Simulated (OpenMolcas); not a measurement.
**Which level was it?**

NH2 has 3 atoms, charge 0, and is taken as a doublet. SMILES: `[NH2]`. The shape is that of a PBE0-D4/def2-TZVP optimisation.

| atom | x (Å) | y (Å) | z (Å) |
| --- | --- | --- | --- |
| N | 0.3371 | -0.2000 | 0.1662 |
| H | 0.1308 | 0.8059 | 0.1594 |
| H | -0.4678 | -0.6059 | -0.3256 |

A calculation with OpenMolcas 26.06 gave:

```yaml
total_energy: -55.8378 Eh
dipole_moment: 1.77 D
HOMO_energy: -8.76 eV
LUMO_energy: -2.78 eV
⟨S²⟩: 0.754
largest_force: 0.062 eV/Å
```

Which of these levels gave the numbers?
A. HF/def2-TZVPPD
B. M06-L/def2-TZVPPD
C. PBE0/def2-TZVPPD
D. TPSS/def2-TZVPPD

C. The others give -55.9123 Eh (TPSS/def2-TZVPPD), -55.8947 Eh (M06-L/def2-TZVPPD), -55.5894 Eh (HF/def2-TZVPPD).
